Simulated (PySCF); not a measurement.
**The first ionisation energy along the alkaline earths**

All values are computed (PySCF 2.14, energy differences of UHF-based or UKS calculations, no spin-orbit coupling). Values in eV. The last column holds reference values (NIST; (s) semi-empirical, (t) theoretical, else measured). Unmarked ones compare directly (S terms, centres of terms, or small fine structure); those marked * lie between the lowest fine-structure levels and include a spin-orbit shift.

```json
{"element": "Be (x2c-SVPall, spin-free X2C)", "configurations": "[He] 2s2 → [He] 2s1", "UHF": "7.970", "SCS-MP2 (valence)": "8.689", "CCSD (valence)": "9.172", "CCSDT (valence)": "9.172", "FCI (valence)": "9.172", "PBE0": "8.937", "reference": "9.323"}
{"element": "Mg (x2c-SVPall, spin-free X2C)", "configurations": "[Ne] 3s2 → [Ne] 3s1", "UHF": "6.597", "SCS-MP2 (valence)": "7.253", "CCSD (valence)": "7.465", "CCSDT (valence)": "7.465", "FCI (valence)": "7.465", "PBE0": "7.568", "reference": "7.646"}
{"element": "Ca (x2c-SVPall, spin-free X2C)", "configurations": "[Ar] 4s2 → [Ar] 4s1", "UHF": "5.151", "SCS-MP2 (valence)": "5.714", "CCSD (valence)": "5.881", "CCSDT (valence)": "5.881", "FCI (valence)": "5.881", "PBE0": "6.075", "reference": "6.113"}
{"element": "Sr (x2c-SVPall, spin-free X2C)", "configurations": "[Kr] 5s2 → [Kr] 5s1", "UHF": "4.774", "SCS-MP2 (valence)": "5.288", "CCSD (valence)": "5.433", "CCSDT (valence)": "5.433", "FCI (valence)": "5.433", "PBE0": "5.700", "reference": "5.695"}
```

Question: Which of these methods has the smallest mean absolute error against the measured values here?

Answer: PBE0, with 0.127 eV.

| method | elements | mean error (eV) | mean absolute error (eV) | largest error (eV) |
| --- | --- | --- | --- | --- |
| UHF | 4 | -1.071 | 1.071 | -1.353 |
| SCS-MP2 (valence) | 4 | -0.458 | 0.458 | -0.634 |
| CCSD (valence) | 4 | -0.207 | 0.207 | -0.262 |
| CCSDT (valence) | 4 | -0.207 | 0.207 | -0.262 |
| FCI (valence) | 4 | -0.207 | 0.207 | -0.262 |
| PBE0 | 4 | -0.124 | 0.127 | -0.386 |

Errors include the incompleteness of the basis and the frozen core.

"Valence" correlates the outer s and p shells and, in groups 3 to 12 and the f block, the outer d or f shell, open or full, or the next shell where the ion has no valence electron left; the wider scheme adds the next inner shell.
